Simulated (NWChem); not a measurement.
**Correlation energy of Be**

```xyz
1

Be     0.0000     0.0000     0.0000
```
Charge 0, spin multiplicity 1.

Program: NWChem.

Basis set: cc-pVDZ. Each correlation energy counts from its own Hartree-Fock reference.

The correlated methods keep 1 core orbital frozen. No row is a measurement; the coupled-cluster row has its own basis-set and correlation limits.

**Question.** For the correlation energy, CCSDT gives -44.5 mHa and CR-CCSD[T] gives -44.5 mHa. What do MP2 give?

**Answer.** MP2: -25.6 mHa.
